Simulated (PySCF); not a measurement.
A species of formula C5H8 has this rotational fingerprint, computed with PBE0-D3(BJ)/def2-SVP geometry optimisation, gas phase (PySCF 2.14.0):

```
Rotational constants : A = 10518, B = 4611, C = 3464 MHz
Dipole components    : |μa| = 0.53 D, |μb| = 0.00 D, |μc| = 0.04 D
Inertial defect      : -11.74 u·Å²
κ                    : -0.67
```

Question: Which structure is it? (One computed conformer of each.)
A. 1,2-dimethyl cyclopropene (`CC1=C(C)C1`)
B. `[CH2:1]=[C:2]=[CH:3][CH2:4][CH3:5]` with C2–C3–C4–C5 -115°
C. `[CH:1]1=[CH:2][CH2:3][CH2:4][CH2:5]1` with C1–C2–C3–C4 -13°, C2–C3–C4–C5 20°, C3–C4–C5–C1 -20°, C2–C1–C5–C4 13°
D. `[CH2:1]=[C:2]1[CH2:3][CH2:4][CH2:5]1` with C1–C2–C3–C4 -162°, C2–C3–C4–C5 -12°, C3–C4–C5–C2 12°, C1–C2–C5–C4 162°
E. `C=C1C[C@@H]1C`

Answer: D. It is C=C1CCC1, an asymmetric top, point group Cs. The candidates at the same level (rigid rotor, commonest isotopes):

| SMILES | A (MHz) | B (MHz) | C (MHz) | μa (D) | μb (D) | μc (D) | Δ (u·Å²) | point group | rotor |
| --- | --- | --- | --- | --- | --- | --- | --- | --- | --- |
| C=C1C[C@@H]1C | 9195 | 4064 | 3182 | 0.46 | 0.10 | 0.05 | -20.51 | C1 | asymmetric top |
| CC1=C(C)C1 | 9558 | 3627 | 2769 | 0.00 | 0.93 | 0.00 | -9.71 | C2v | asymmetric top |
| C1=CCCC1 | 7347 | 7254 | 3964 | 0.00 | 0.17 | 0.09 | -10.96 | Cs | near-oblate asymmetric top |
| C=C1CCC1 | 10518 | 4611 | 3464 | 0.53 | 0.00 | 0.04 | -11.74 | Cs | asymmetric top |
| C=C=CCC | 17221 | 2297 | 2244 | 0.43 | 0.01 | 0.08 | -24.12 | C1 | near-prolate asymmetric top |

`CC1=C(C)C1` has B 21 % too low; `C1=CCCC1` has B 57 % too high; `C=C=CCC` has A 64 % too high; `C=C1C[C@@H]1C` has A 13 % too low. In the right answer the mirror of this Cs structure is the ac plane, so μb vanishes by symmetry. No structure here is proved a minimum.
